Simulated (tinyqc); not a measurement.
UHF in the sto-3g basis, for BH, spin multiplicity 3, step by step (part 2 of 2). Computed by tinyqc, a small Python program that keeps every step (integrals from PySCF). Command: `OMP_NUM_THREADS=1 python tinyqc.py 31116 31117 out.jsonl` (the two numbers bound the seeds that draw the settings). One thread of a shared host (Intel(R) Xeon(R) Processor @ 2.60GHz), about 0.1 s of CPU time with the checks.

Geometry (angstrom):
```
atom         x         y         z
B     0.000000  0.000000  0.000000
H     0.000000  0.000000  1.919000
```

## Convergence

Stop when the energy changes by less than 1e-08 hartree and every element of the error matrix X^T (F D S - S D F) X (for each spin) is below 3e-05.

Course of the cycle:
```
iteration   E (hartree)     change  largest element of the error matrix
1          -24.10184311          -                             1.47e-01
2          -24.56179711  -4.60e-01                             9.03e-02
3          -24.59566214  -3.39e-02                             2.88e-02
4          -24.59985718  -4.20e-03                             2.26e-02
5          -24.60442211  -4.56e-03                             2.63e-02
6          -24.60987555  -5.45e-03                             2.84e-02
7          -24.61578421  -5.91e-03                             2.85e-02
8          -24.62133300  -5.55e-03                             2.63e-02
9          -24.62576696  -4.43e-03                             2.23e-02
10         -24.62879579  -3.03e-03                             1.75e-02
11         -24.63060795  -1.81e-03                             1.30e-02
12         -24.63159217  -9.84e-04                             9.27e-03
13         -24.63209640  -5.04e-04                             6.43e-03
14         -24.63234863  -2.52e-04                             4.39e-03
...                 ...        ...                                  ...
20         -24.63260923  -5.92e-06                             6.70e-04
21         -24.63261266  -3.43e-06                             5.27e-04
22         -24.63261466  -2.01e-06                             4.14e-04
23         -24.63261584  -1.18e-06                             3.23e-04
24         -24.63261654  -7.00e-07                             2.52e-04
25         -24.63261696  -4.16e-07                             1.96e-04
26         -24.63261721  -2.48e-07                             1.53e-04
27         -24.63261736  -1.48e-07                             1.19e-04
28         -24.63261744  -8.82e-08                             9.20e-05
29         -24.63261750  -5.27e-08                             7.14e-05
30         -24.63261753  -3.15e-08                             5.53e-05
31         -24.63261755  -1.88e-08                             4.29e-05
32         -24.63261756  -1.13e-08                             3.32e-05
33         -24.63261756  -6.75e-09                             2.57e-05
```

PySCF UHF in the same basis, after a stability check = -24.63261757 hartree

Converged in 33 iterations.

## Populations, bond orders and dipole

D(alpha) after iteration 33, lower triangle:
```
            1B 1s      1B 2s    1B 2px    1B 2py    1B 2pz     2H 1s
1B 1s    1.072309
1B 2s   -0.270876   1.017209
1B 2px   0.000000   0.000000  0.999919
1B 2py   0.000000   0.000000  0.009017  0.000081
1B 2pz   0.075233  -0.263605  0.000000  0.000000  0.103028
2H 1s    0.003347  -0.067195  0.000000  0.000000  0.192469  0.888749
```

D(beta) after iteration 33, lower triangle:
```
            1B 1s     1B 2s    1B 2px    1B 2py    1B 2pz     2H 1s
1B 1s    1.058555
1B 2s   -0.219986  0.827753
1B 2px   0.000000  0.000000  0.000000
1B 2py   0.000000  0.000000  0.000000  0.000000
1B 2pz  -0.069493  0.238087  0.000000  0.000000  0.068520
2H 1s   -0.067032  0.216629  0.000000  0.000000  0.062368  0.056783
```

overlap S, lower triangle:
```
           1B 1s     1B 2s    1B 2px    1B 2py    1B 2pz     2H 1s
1B 1s   1.000000
1B 2s   0.269328  1.000000
1B 2px  0.000000  0.000000  1.000000
1B 2py  0.000000  0.000000  0.000000  1.000000
1B 2pz  0.000000  0.000000  0.000000  0.000000  1.000000
2H 1s   0.013046  0.183985  0.000000  0.000000  0.231860  1.000000
```

Mulliken: Z minus the diagonal of D S on the atom; Loewdin: the same with S^(1/2) D S^(1/2); Mayer order: 2 sum_s sum (D(s) S)_ij (D(s) S)_ji over the two atoms.

Charges (e):
```
atom   Mulliken    Loewdin  Mulliken spin
1B     0.031281   0.028871       1.189170
2H    -0.031281  -0.028871       0.810830
```

Mayer bond orders:
```
pair     order
2-1   0.341576
```

dipole moment about the origin, x y z (debye): 0.000000  0.000000  -0.409117

<S^2> of the determinant (pure state: 2) = 2.146163
